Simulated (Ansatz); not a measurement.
Geometry optimisation, RKS CAM-B3LYP/def2-SVP (Ansatz 0.2.0).

Input:

```yaml
crystal:
  periodic: [false, false, false]
  atoms:
    - { symbol: C, position_ang: [0.066, 1.0013, 0.2655] }
    - { symbol: "N", position_ang: [0.361, -0.3325, 0.588] }
    - { symbol: C, position_ang: [-0.0516, -1.2038, -0.2794] }
    - { symbol: Cl, position_ang: [0.4201, -2.8393, 0.0431] }
    - { symbol: H, position_ang: [-0.5268, 1.1444, -0.7079] }
    - { symbol: H, position_ang: [-0.6027, 1.4851, 1.0487] }
    - { symbol: H, position_ang: [0.9578, 1.6469, 0.1858] }
    - { symbol: H, position_ang: [0.81151, -0.99666, 1.24946] }
basis:
  gaussian: { orbitals: def2-SVP }
hamiltonian:
  xc: cam_b3lyp
relax:
  f_tol: 0.02
  max_steps: 50
output:
  orbitals: {}
```

Run as:

```bash
$ ansatz run input.yaml --threads 2 --pin off --max-ram 3072MiB --backend cpu --events-out ev --progress --plain --runs-dir out
```

Q: Where does it end, and by what steps?

A: The forces met the threshold. After 7 steps the energy has fallen by 1.059 eV; H8 moved furthest, 0.32 Å.

| step | energy less start (eV) | largest force component (eV/Å) | accepted |
| --- | --- | --- | --- |
| 0 | 0.0000 | 4.223 | yes |
| 1 | -0.7039 | 2.748 | yes |
| 2 | -0.9765 | 1.018 | yes |
| 3 | -1.0364 | 0.575 | yes |
| 4 | -1.0526 | 0.232 | yes |
| 5 | -1.0590 | 0.188 | yes |
| 6 | -1.0592 | 0.100 | yes |
| 7 | -1.0593 | 0.007 | yes |

```xyz
8
Properties=species:S:1:pos:R:3
C 0.048 1.017 0.282
N 0.306 -0.402 0.444
C -0.083 -1.282 -0.439
Cl 0.414 -2.880 0.114
H -0.492 1.157 -0.661
H -0.563 1.397 1.114
H 0.993 1.581 0.249
H 0.812 -0.683 1.291
```

Time of the run: 6.6 s on 2 threads of AMD EPYC 9R45 (Zen 5) (shared host), peak memory 0.19 GiB.
